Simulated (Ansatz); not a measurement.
Gas-phase electronic energies from Ansatz, PBE0-D4/def2-TZVP geometries. CCSD(T)/CBS adds triple-zeta CCSD(T) − MP2 to the extrapolated MP2 energy (def2 sets, frozen cores). This one scheme is used for every species. DFT in def2-TZVPP. B3LYP here is the variant with VWN-RPA as its local correlation; programs differ in this. One conformer a species, not always the lowest.

Consider the isomerisation: `COCC#N` → `CC(=N)C=O`.

```csv
level,ΔE (kJ/mol),difference from CCSD(T)/CBS
LDA (SPW92),-49.5,-22.5
PBE-D4,-45.7,-18.7
BLYP-D4,-38.8,-11.8
B3LYP-D4,-34.3,-7.3
CAM-B3LYP-D4,-29.9,-2.9
ωB97X-V,-30.1,-3.1
B2PLYP,-25.6,1.4
revPBE,-42.8,-15.8
PBE0,-38.7,-11.7
B3LYP,-32.4,-5.4
RPA@PBE/def2-TZVPP,-22.1,4.9
CCSD(T)/def2-SVP,-34.0,-7.0
HF/def2-TZVPP,-12.0,15.0
MP2/def2-QZVPP,-18.8,8.2
SCS-MP2/def2-QZVPP,-16.1,10.9
HF/CBS(def2),-12.6,14.4
CCSD(T)/CBS,-27.0,0
```

Q: What do rigid-rotor, harmonic-oscillator terms from PBE0-D4/def2-TZVP frequencies (298.15 K, 1 bar) make of the CCSD(T)/CBS value? (Estimate.)

A: The calculation gave: ΔZPE = -2.4 kJ/mol, ΔH = -29.5 kJ/mol, ΔS = -1 J/(mol·K), ΔG = -29.1 kJ/mol.

Largest T1 diagnostic among the species: 0.014.

At CCSD(T), def2-SVP lies −7.0 kJ/mol from the extrapolated value and def2-TZVPP +3.1 kJ/mol. Leaving LDA and LC-ωPBE aside and taking each functional with its dispersion term where it has one, the values, not all of them listed here, spread over 21.6 kJ/mol, from revPBE-D4 to B2PLYP. LDA lies −5.0 kJ/mol from PBE without D4. From BLYP to BHLYP (50 % exact exchange), in def2-TZVPP and without D4, ΔE moves by +10.2 kJ/mol.
